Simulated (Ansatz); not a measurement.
# C4H11O2+: energies up the ladder

Aim: energies up the ladder, for C4H11O2+, with the cost of each level. Charge +1.

Method: the levels named in each step, in Ansatz 0.2.0.

### 1 The starting structure

Bond lengths (14 of 15 bonds, heavy atoms first): C1–C2 1.520 Å, C2–C3 1.519 Å, C2–O4 1.470 Å, O4–C5 1.275 Å, C1–H7 1.088 Å, C1–H8 1.086 Å, C1–H9 1.086 Å, C2–H10 1.097 Å, C3–H11 1.087 Å, C3–H12 1.086 Å, C3–H13 1.085 Å, C5–H14 1.090 Å, C5–H15 1.094 Å, O6–H16 0.974 Å. Angles (14 of 23 angles, heavy atoms first): C1–C2–C3 112.3°, C1–C2–O4 107.3°, C3–C2–O4 107.3°, C2–O4–C5 121.1°, C1–C2–H10 110.2°, C3–C2–H10 111.2°, O4–C2–H10 108.3°, C2–C1–H7 111.1°, C2–C1–H8 109.6°, C2–C1–H9 110.0°, C2–C3–H11 111.8°, C2–C3–H12 109.8°, C2–C3–H13 109.5°, O4–C5–H14 114.7°.

Coordinates:

```xyz
17

C    -1.9117   -1.0597   -0.4314
C    -0.8985    0.0737   -0.4118
C    -1.5142    1.3897    0.0314
O     0.1345   -0.2798    0.5721
C     1.2472   -0.7822    0.2057
O     2.4302    0.5067    0.0024
H    -1.4425   -1.9992   -0.7145
H    -2.6953   -0.8350   -1.1484
H    -2.3612   -1.1743    0.5508
H    -0.4194    0.1707   -1.3944
H    -0.7823    2.1935    0.0439
H    -1.9335    1.2832    1.0277
H    -2.3114    1.6641   -0.6521
H     1.7899   -1.3084    0.9913
H     1.3579   -1.2037   -0.7976
H     2.1614    1.1701   -0.6583
H     2.5928    0.9479    0.8562
```

### 2 A rough first relaxation, PBE-D4/def2-SVP

Contents of input.yaml:

```yaml
crystal:
  periodic: [false, false, false]
  atoms:
    - { symbol: C, position_ang: [-1.91165, -1.05971, -0.43144] }
    - { symbol: C, position_ang: [-0.89849, 0.07373, -0.41179] }
    - { symbol: C, position_ang: [-1.51419, 1.38965, 0.03135] }
    - { symbol: O, position_ang: [0.1345, -0.27981, 0.57207] }
    - { symbol: C, position_ang: [1.24725, -0.78219, 0.2057] }
    - { symbol: O, position_ang: [2.4302, 0.50671, 0.0024] }
    - { symbol: H, position_ang: [-1.44248, -1.99919, -0.71453] }
    - { symbol: H, position_ang: [-2.69527, -0.83499, -1.14836] }
    - { symbol: H, position_ang: [-2.36121, -1.17433, 0.55082] }
    - { symbol: H, position_ang: [-0.41941, 0.17071, -1.39439] }
    - { symbol: H, position_ang: [-0.78234, 2.19348, 0.04391] }
    - { symbol: H, position_ang: [-1.93354, 1.28316, 1.02767] }
    - { symbol: H, position_ang: [-2.31141, 1.66408, -0.65213] }
    - { symbol: H, position_ang: [1.78986, -1.30838, 0.99129] }
    - { symbol: H, position_ang: [1.35795, -1.20365, -0.79763] }
    - { symbol: H, position_ang: [2.16136, 1.17007, -0.65831] }
    - { symbol: H, position_ang: [2.5928, 0.94791, 0.85619] }
total_charge: 1
basis:
  gaussian: { orbitals: def2-SVP }
hamiltonian:
  xc: pbe
  dispersion: d4
relax:
  f_tol: 0.03
  max_steps: 200
```

Launch:

```sh
$ ansatz run input.yaml --threads 4 --pin off --max-ram 10240MiB --backend cpu --events-out ev --progress --plain --runs-dir out
```

The runs that follow: Relaxation, PBE0-D4/def2-TZVP; Relaxation, PBE0-D4/def2-SVP; Frequencies, PBE0-D4/def2-SVP; Single point, PBE-D4/def2-TZVPP; Single point, r2SCAN-D4/def2-TZVPP; Single point, B3LYP-D4/def2-TZVPP; Single point, wB97M-V/def2-TZVPP; Single point, B2PLYP/def2-TZVPP; Single point, PBE0-D4/def2-TZVPP; Single point, LDA/def2-TZVPP; Single point, PBE0-D4/def2-SVP; Single point, PBE-D4/def2-SVP.

**Question.** What will these runs give? Wanted: C1–C2 at PBE0-D4/def2-SVP; C2–C3 at PBE0-D4/def2-SVP; C2–O4 at PBE0-D4/def2-SVP; frequencies at PBE0-D4/def2-SVP; energy at PBE-D4/def2-SVP.

The runs gave:

| quantity | value |
| --- | --- |
| C1–C2 at PBE0-D4/def2-SVP | 1.506 Å |
| C2–C3 at PBE0-D4/def2-SVP | 1.508 Å |
| C2–O4 at PBE0-D4/def2-SVP | 1.492 Å |
| frequencies at PBE0-D4/def2-SVP | 46 to 3878 cm⁻¹ |
| energy at PBE-D4/def2-SVP | -8397.497 eV |

In words: The C1–C2 distance spreads over 0.004 Å, from PBE0-D4/def2-TZVP (shortest) to PBE0-D4/def2-SVP. No mode is imaginary, so the geometry is a minimum. These totals serve in differences with atoms or fragments at the same level; alone they don't rank the methods.
